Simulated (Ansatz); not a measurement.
**AlPH₃ (doublet): wave-function methods side by side, cc-pVTZ**

Aim: climb from Hartree-Fock through coupled cluster for AlPH₃ (doublet) at one geometry and basis, and see what each rung misses.

The runs use Ansatz 0.2.0, Gaussian basis; cc-pVTZ, core rule «outside noble gas», up to 10 orbitals frozen.

Plan: UHF; CCSD(T) on ROHF; CCSD(T) on UHF; BCCD(T) on ROHF; CCSDT(Q) on ROHF; CCSDT(Q) on UHF.

9 further runs of the same task are left out: 4 for a known fault of the program, 5 set aside as unsound or not needed.

## Step 1: The geometry

The geometry is a PBE0/def2-TZVP stationary point (not a proven minimum).

5 atoms, charge 0, spin multiplicity 2.

Atoms are counted from 1 here; the program's logs count them from 0.

Bond lengths: Al1–P2 2.345 Å, Al1–H3 1.606 Å, P2–H4 1.424 Å, P2–H5 1.419 Å. Angles: P2–Al1–H3 115.6°, Al1–P2–H4 91.6°, Al1–P2–H5 95.5°, H4–P2–H5 94.5°.

## Step 2: UHF

in.yaml

```yaml
crystal:
  periodic: [false, false, false]
  atoms:
    - {symbol: Al, position_ang: [0.042298, -0.119616, 1.254150]}
    - {symbol: P, position_ang: [-0.090450, 0.068392, -1.079457]}
    - {symbol: H, position_ang: [-0.052697, 1.261982, 2.066825]}
    - {symbol: H, position_ang: [1.035122, 0.939745, -1.114035]}
    - {symbol: H, position_ang: [0.664801, -1.101382, -1.353659]}
basis:
  gaussian: {orbitals: cc-pVTZ}
magnetization: {spin_polarized: true, initial_magnetization: 1}
hamiltonian: {xc: hf}
output: {orbitals: {seedname: orbitals}}
```

Command:

```sh
$ ansatz run in.yaml --threads 1 --pin off --events-out ev --progress --plain --max-ram 4096MiB --backend cpu
```

Further steps of the session: CCSD(T) on ROHF; CCSD(T) on UHF; BCCD(T) on ROHF; CCSDT(Q) on ROHF; CCSDT(Q) on UHF.

**Question.** What will the summary of the whole plan be? Wanted: UCCSDT(Q) below the RHF energy; RMP2 from UCCSDT(Q); UMP2 from UCCSDT(Q); RCCSD from UCCSDT(Q); RCCSD(T) from UCCSDT(Q); UCCSD(T) from UCCSDT(Q); RCCSDT(Q) from UCCSDT(Q); T1 diagnostic.

As calculated:

| quantity | value |
| --- | --- |
| UCCSDT(Q) below the RHF energy | -7.2890 eV |
| RMP2 from UCCSDT(Q) | +30.11 kcal/mol |
| UMP2 from UCCSDT(Q) | +30.01 kcal/mol |
| RCCSD from UCCSDT(Q) | +7.74 kcal/mol |
| RCCSD(T) from UCCSDT(Q) | +1.18 kcal/mol |
| UCCSD(T) from UCCSDT(Q) | +1.17 kcal/mol |
| RCCSDT(Q) from UCCSDT(Q) | +0.03 kcal/mol |
| levels within 1 kcal/mol (43 meV) | RCCSDT, UCCSDT, RCCSDT(Q) |
| T1 diagnostic | 0.022 |

What this shows: RCCSD(T) misses by +1.18 kcal/mol, 0.7 % of the correlation energy. These misses are within one basis, not against nature; the frozen cores of restricted and unrestricted runs differ, which can shift their rows.
